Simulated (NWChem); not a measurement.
# phosphine (PH$_{3}$); SMILES P

```xyz
4

P      0.0000     0.0000     0.1529
H      0.4056    -1.1273    -0.6486
H     -1.1791     0.2124    -0.6486
H      0.7735     0.9150    -0.6486
```
Atoms are numbered in this order, from 1.

Program: NWChem. Pople sets run with spherical d functions. Structure relaxed at the PBE-D3(BJ)/def2-SVP level. Static field.

Question: Order these runs by computing time, cheapest first, and give rough ratios: PBE/def2-TZVP; PBE/aug-cc-pVTZ; PBE/def2-SVP.

Answer: PBE/def2-SVP (1), PBE/def2-TZVP (3), PBE/aug-cc-pVTZ (20). Ratios are rough, from one shared machine; the cheapest took roughly 2.9 core-seconds. What differs between the cheapest and the dearest: isotropic polarisability (bohr³) 22.8 → 32.2; anisotropy (bohr³) 2.5 → 1.9.
